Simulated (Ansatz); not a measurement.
**AlBH₂+ (doublet): the correlation ladder, def2-TZVPP**

One table from this session's results is given with a row withheld; the runs are named, their logs left out.

Program: Ansatz 0.2.0, Gaussian basis. Level of theory: def2-TZVPP, core rule «outside noble gas», up to 6 orbitals frozen. These are calculated values, not measurements.

To be run: UHF; ROHF; CCSD(T) on UHF.

2 further runs of the same task are left out: 2 set aside as unsound or not needed.

## What is computed

The geometry is a PBE0/def2-TZVP stationary point (not a proven minimum) of the parent state, kept for this charge and spin.

4 atoms, charge 1, spin multiplicity 2.

Atoms are counted from 1 here; the program's logs count them from 0.

Bond lengths: B1–Al2 1.909 Å, B1–H3 1.183 Å, Al2–H4 1.571 Å. Angles: Al2–B1–H3 180.0°, B1–Al2–H4 180.0°.

The first run:

in.yaml

```yaml
crystal:
  periodic: [false, false, false]
  atoms:
    - {symbol: B, position_ang: [0.000000, 0.000000, 1.051329]}
    - {symbol: Al, position_ang: [0.000000, 0.000000, -0.857484]}
    - {symbol: H, position_ang: [0.000000, 0.000000, 2.234417]}
    - {symbol: H, position_ang: [0.000000, 0.000000, -2.428262]}
basis:
  gaussian: {orbitals: def2-TZVPP}
total_charge: 1
magnetization: {spin_polarized: true, initial_magnetization: 1}
hamiltonian: {xc: hf}
output: {orbitals: {seedname: orbitals}}
```

The run is started by

```sh
$ ansatz run in.yaml --threads 1 --pin off --events-out ev --progress --plain --max-ram 4096MiB --backend cpu
```

Among the steps run: UHF; ROHF; CCSD(T) on UHF.

One of the session's tables, all rows but one given; the rest of the session is left out.

```
  method  from UCCSD(T) (kJ/mol)
    ROHF                  +406.3
     UHF                  +398.3
    UMP2                   +86.6
   UCCSD                       ?
UCCSD(T)                       0
```

Q: Estimate the row for UCCSD from the others.

As computed: from UCCSD(T) (kJ/mol): +9.7. In the column «from UCCSD(T) (kJ/mol)» it lies between UCCSD(T) (0) and UMP2 (+86.6).
